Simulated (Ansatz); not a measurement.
Reaction (SMILES): [SiH3] (SiH3) → SiH3+ (singlet, bonded as [SiH3]) + e-
B3LYP-D3(BJ)/def2-TZVP geometries, fixed; electronic energies without zero-point terms.

Basis-set convergence of the adiabatic ionisation energy at MP2 with Ansatz (an electronic-structure program). Cartesian d functions, on some or all atoms, in 6-31G**; all else is spherical. Cores are frozen. Open shells are unrestricted. No added dispersion term, no relativity. Functions are those of the species that has most. Reference: Hartree-Fock in aug-cc-pV(Q+d)Z plus the correlation part extrapolated as X^-3 from aug-cc-pV(T+d)Z and aug-cc-pV(Q+d)Z, 7.994 eV, itself unsure by roughly 0.005 eV (a third of the extrapolation step and of the last Hartree-Fock step). Deviations are taken from unrounded values.

| basis | functions | adiabatic ionisation energy (eV) | minus reference (eV) |
|---|---|---|---|
| 3-21G | 19 | 7.725 | -0.269 |
| 6-31G | 19 | 7.687 | -0.307 |
| pcseg-0 | 19 | 7.900 | -0.093 |
| def2-SVP | 33 | 7.863 | -0.131 |
| 6-31G** | 34 | 7.745 | -0.249 |
| cc-pV(D+d)Z | 38 | 7.866 | -0.127 |
| def2-SVPD | 48 | 7.891 | -0.102 |
| aug-pcseg-1 | 54 | 7.838 | -0.155 |
| def2-TZVP | 55 | 7.917 | -0.076 |
| 6-311++G(2d,2p) | 65 | 7.919 | -0.074 |
| cc-pV(T+d)Z | 81 | 7.952 | -0.041 |
| def2-TZVPP | 84 | 7.949 | -0.045 |
| jun-cc-pV(T+d)Z | 90 | 7.949 | -0.044 |
| 6-311++G(3df,3pd) | 101 | 7.944 | -0.050 |
| aug-pcseg-2 | 119 | 7.930 | -0.063 |
| cc-pV(Q+d)Z | 154 | 7.973 | -0.020 |
| def2-QZVPP | 160 | 7.973 | -0.020 |
| aug-cc-pV(Q+d)Z | 227 | 7.982 | -0.012 |
